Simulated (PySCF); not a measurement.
## One molecule, a ladder of functionals, a line

Molecule: SMILES N(C=C)=C=O, C3H3NO.

Geometry:
| atom | x (Å) | y (Å) | z (Å) |
| --- | --- | --- | --- |
| C1 | -1.064 | -0.607 | 0.836 |
| C2 | -0.710 | 0.170 | -0.194 |
| N3 | 0.545 | 0.232 | -0.754 |
| C4 | 1.686 | -0.134 | -0.782 |
| O5 | 2.814 | -0.420 | -0.894 |
| H6 | -2.090 | -0.579 | 1.204 |
| H7 | -0.354 | -1.277 | 1.327 |
| H8 | -1.436 | 0.834 | -0.673 |

GIAO shieldings (ppm, equivalent atoms averaged) in PySCF on the PBE0-D3(BJ)/def2-SVP geometry, basis pcSseg-2, gas phase, non-relativistic:

| functional | exact exchange (%) | σ(C1) | σ(N3) | σ(O5) |
| --- | --- | --- | --- | --- |
| BLYP | 0 | 53.9 | 188.1 | 158.6 |
| BP86 | 0 | 57.3 | 189.6 | 159.2 |
| PBE | 0 | 57.2 | 189.5 | 158.4 |
| B3LYP | 20 | 56.0 | 197.2 | 165.7 |
| PBE0 | 25 | 59.9 | 200.7 | 167.4 |
| HF | 100 | 69.6 | 226.4 | 191.3 |

Q: Fit each shielding as a line in the percentage of exact exchange.

A: σ(C1) = 55.7 + 0.14 x (rms 1.6 ppm); σ(N3) = 189.6 + 0.37 x (rms 1.0 ppm); σ(O5) = 158.9 + 0.33 x (rms 0.3 ppm). The functionals also differ in their semilocal parts, which the line can't hold; Hartree–Fock has no correlation at all.

Q: What does the line predict for mPW1PW91 (25 %), and what does the run give?

A: σ(C1): 59.2 predicted, 59.2 computed; σ(N3): 198.8 predicted, 200.1 computed; σ(O5): 167.2 predicted, 166.8 computed ppm.
